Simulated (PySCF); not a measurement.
Fluorine: a sound run and one with changed settings

Sound run: F [He] 2s2 2p5, F⁺ [He] 2s2 2p4. Computed with PySCF 2.14 in cc-pVDZ-DK, with the spin-free X2C one-electron Hamiltonian (Gaussian nucleus). In the sound run the correlated levels freeze 1s2. The sound run starts from symmetry-adapted Hartree-Fock orbitals and uses a fine grid where one is needed.

Changed run: initial guess sap, at most 50 SCF cycles, level shift 0.5 hartree.

| species | method | sound run (hartree) | changed run (hartree) | converged |
| --- | --- | --- | --- | --- |
| F | UHF | -99.46176 | -99.46176 | yes |
| F | LDA | -99.14589 | -99.14589 | yes |
| F | BP86 | -99.80655 | -99.80655 | yes |
| F | MP2 | -99.60248 | -99.58187 | yes |
| F | CCSD(T) | -99.61422 | -99.61422 | yes |
| F⁺ | UHF | -98.88758 | -98.88758 | yes |
| F⁺ | LDA | -98.49921 | -98.49921 | yes |
| F⁺ | BP86 | -99.16437 | -99.16437 | yes |
| F⁺ | MP2 | -98.98616 | -98.97266 | yes |
| F⁺ | CCSD(T) | -99.00076 | -99.00076 | yes |

Ionisation energy of F:

| method | sound run (eV) | changed run (eV) |
| --- | --- | --- |
| UHF | 15.624 | 15.624 |
| LDA | 17.597 | 17.597 |
| BP86 | 17.475 | 17.475 |
| MP2 | 16.771 | 16.578 |
| SCS-MP2 | 16.730 | 16.544 |
| CCSD | 16.690 | 16.690 |
| CCSD(T) | 16.693 | 16.693 |

A level shift leaves the converged SCF energy unchanged but raises the virtual orbital energies, which shrinks MP2 if it is not removed.

For comparison, NIST gives 17.423 eV between the lowest levels.
